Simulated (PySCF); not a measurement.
## Atomic charges by several schemes

Compound: C4H3 (charge -1).
Geometry (GFN2-xTB, Å), atoms numbered from 1 in this order:
```xyz
7
C4H3 angstrom
C      2.6262   -0.1283    0.0351
C      1.4081    0.1208    0.0270
C      0.0434    0.4495    0.0215
C     -0.9940   -0.4075   -0.0438
H     -0.2057    1.5239    0.0753
H     -2.0298   -0.0751   -0.0431
H     -0.8449   -1.4783   -0.0991
```

Density: PBE0/pcSseg-1 (PySCF); schemes: Mulliken, IAO, Hirshfeld and ESP-fitted. Isolated species at its GFN2-xTB geometry, gas phase. The pcSseg-1 basis has no diffuse functions, a weakness for an anion.

Question: At which atom do the 4 schemes differ most?

Answer: At C2: from -0.547 (Mulliken) to +0.345 e (ESP-fitted), 0.892 e apart.

Question: Which atoms carry the highest charge in the Mulliken, IAO, Hirshfeld and ESP-fitted schemes?

Answer: The schemes don't all agree: Mulliken H5 (+0.073); IAO H7 (+0.125); Hirshfeld H5 (+0.015); ESP-fitted C2 (+0.345).

Question: Give the atomic charges in each scheme.

Answer: In e:

```
atom           environment  Mulliken     IAO  Hirshfeld  ESP-fitted
  C1    carbon bonded to C    -0.221  -0.520     -0.517      -0.952
  C2  carbon bonded to 2 C    -0.547  -0.284     -0.243      +0.345
  C3      alkene CH carbon    -0.187  -0.121     -0.071      -0.318
  C4  terminal =CH2 carbon    -0.242  -0.415     -0.191      -0.484
  H5      vinylic hydrogen    +0.073  +0.112     +0.015      +0.134
  H6      vinylic hydrogen    +0.051  +0.103     -0.002      +0.127
  H7      vinylic hydrogen    +0.072  +0.125     +0.008      +0.148
```

Mean size of the charges over all atoms: ESP-fitted 0.358 e, IAO 0.240 e, Mulliken 0.199 e, Hirshfeld 0.149 e. Each set sums to the total charge, -1, to within 0.001 e. The Hirshfeld scheme divides the density at each point in proportion to the densities of the neutral, spherically averaged free atoms.

Question: How closely do the schemes follow one another over all atoms?

Answer: Correlation coefficient and root-mean-square difference: IAO with Hirshfeld 0.91, 0.112 e; Mulliken with IAO 0.74, 0.169 e; IAO with ESP-fitted 0.73, 0.299 e; Hirshfeld with ESP-fitted 0.72, 0.323 e; Mulliken with Hirshfeld 0.62, 0.172 e; Mulliken with ESP-fitted 0.13, 0.451 e.

Question: How many electrons does the Mulliken scheme count on C1?

Answer: Z − q = 6 − (-0.221) ≈ 6.220.

Question: Sum the charges by element.

Answer: 
```tsv
element	atoms	Mulliken	IAO	Hirshfeld	ESP-fitted
C	4	-1.196	-1.340	-1.021	-1.409
H	3	+0.196	+0.340	+0.021	+0.409
```
